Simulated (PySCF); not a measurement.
NMR data simulated for an unnamed compound:

$^{1}$H NMR (400 MHz, computed): δ 6.43 (m, 1H), 6.42 (m, 1H), 3.91 (dt, J = 4.1, 1.7 Hz, 1H), 2.83 (ddd, J = 15.3, 4.1, 1.5 Hz, 1H), 1.84 (dq, J = 15.3, 1.7 Hz, 1H), 0.77 (br s, 2H).

$^{13}$C{$^{1}$H} NMR (computed): δ 157.4 (CH), 150.8 (CH), 60.3 (CH), 49.3 (CH2).

Computational details: spin–spin couplings from B3LYP/pcJ-1 (spin–dipole term only in couplings to heteroatoms), shielding tensors at CAM-B3LYP/pcSseg-2 (GIAO), geometry from PBE0-D3(BJ)/def2-SVP, in PySCF 2.14.0 with density-fitted response routines (fast rotation and ring inversion assumed for equivalent nuclei, one computed conformer, non-relativistic Hamiltonian, in vacuum).

Referencing at the same level of theory: $^{1}$H, $^{13}$C vs TMS.

Question: Which of these does the molecule contain: a non-aromatic C=C double bond, a ketone, an NH or NH2 group, a Si–CH3 group, a heteroaromatic ring?

Answer: 
- A non-aromatic C=C double bond: yes.
- A ketone: no.
- An NH or NH2 group: yes (δH 0.77 (br s)).
- A Si–CH3 group: no.
- A heteroaromatic ring: no.

The data belong to SMILES C1=CC[C@@H]1N, C4H7N; they needn't prove each group on their own.

Carbon signals by region: 2 in the sp2 and nitrile region (100–160 ppm), 1 at 50–100 ppm, 1 below 50 ppm.

OH and NH positions are those of a molecule without intermolecular hydrogen bonds; in solution they move with solvent, concentration and temperature, and exchange usually removes their couplings. Splittings below 1 Hz are ignored in the labels, and close J values are merged. Unscaled 3J(H,H) at this level run about 10 % above measured values. Shifts are as computed, not scaled to solution data. Of 1211 compounds with measured shifts, 218 miss one by over three times the rms of a fit or turn the order of signals round; such compounds aren't used in these exercises. Couplings to exchangeable protons are dropped.
